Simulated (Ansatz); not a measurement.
Basis-set extrapolation for `F[C@H]1C[C@@H]1F` (PBE0-D4/def2-TZVP geometry, frozen core, the Gaussian-basis code of Ansatz). Multiplicity 1, RHF reference.

```tsv
	cc-pV(T+d)Z	cc-pV(Q+d)Z
HF	-314.872033	-314.896204
MP2 correlation	-0.991351	-1.070023
CCSD(T) correlation	-1.050461	-1.124989
```

Energies in hartree. Use E(X) = E(∞) + A·exp(−5.46·√X) for Hartree–Fock and E(X) = E(∞) + B·X^(−3.05) for correlation, with X = 3 and 4.

Question: What is the CCSD(T) energy at the basis-set limit?

Answer: HF limit: -314.896204 + (-0.024171) × 0.30130 = -314.90349. Correlation limit: -1.124989 + (-0.074528) × 0.71189 = -1.17804. Total: -316.08153 hartree, 417.5 kJ/mol below CCSD(T)/cc-pV(T+d)Z.
